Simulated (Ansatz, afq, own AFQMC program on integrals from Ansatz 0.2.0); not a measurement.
## Where AFQMC and coupled cluster stand for WH⁺, septet

```xyz
2

W     0.0000    0.0000    0.0000
H     0.0000    0.0000    2.0590
```

Basis def2-TZVP with its core potentials. Noble-gas cores (and the filled d shells of Ga–Kr and In–Xe) are frozen. Integrals, coupled cluster, full CI and functionals: Ansatz 0.2.0; the random walks run on the same integrals in our own AFQMC program. ph-AFQMC/CISD is guided by a CISD state made of CCSD amplitudes; releasing the constraint for a short imaginary time cuts its bias at the price of noise, slowly where states lie close. Free AFQMC starts from the CCSD state and is never constrained. Its projection time is finite, and what remains of the start isn't in its error. Error bars are statistical, one sigma. No spin–orbit coupling. The metal's outer-core s and p shells are frozen, which shifts wave-function levels against functionals.

Determinant: UHF, the one that the program's search chose, which needn't be the lowest solution. The geometry is a PBE0/def2-TZVP stationary point of this or a neighbouring charge and spin state.

No full CI on the walks' own integrals is used here; CCSDT(Q) serves as the reference and is uncertain by about the last step of the cluster series.

Cautions: no spin-orbit coupling; outer-core shells of the metal frozen; lower spins were not checked; higher spins were not checked.

* T1 diagnostic: 0.0127
* weight of the determinant in the CISD state: 0.970
* ⟨S²⟩ of the determinant: 12.005
* size of the correlated space: 6 electrons in 42 orbitals

Reference: CCSDT(Q), correlation energy -1.493 eV. The released energy is read at 4.20 1/Eh (meV from the phaseless value at times in 1/Eh: -2.9 ± 2.1 at 0.60, -3.0 ± 2.1 at 1.20, -4 ± 3 at 2.00, -6 ± 3 at 3.00, -7 ± 4 at 4.20).

```tsv
level	E − E(reference) (kJ/mol)	share of correlation (%)
HF	144.0	0.00
MP2	24.6	82.90
CCSD	1.5	98.94
CCSD(T)	0.4	99.74
CCSDT	0.1	99.96
ph-AFQMC/HF	9.2 ± 2.0	93.59
ph-AFQMC/CISD	0.5 ± 0.2	99.66
released AFQMC	-0.2 ± 0.4	100.11
free AFQMC	-0.1 ± 0.2	100.05
```

Free projections are given only where their last times agree within the noise and don't stop above the reference; a slow remainder of the start can still hide under it. A walk keeps the symmetry of its determinant, which the program's search chose and which needn't be the lowest solution, so a lower state of the same spin and another symmetry isn't excluded. Released energies are given only where the last usable release times agree within the noise; a slower fall can still hide under it.
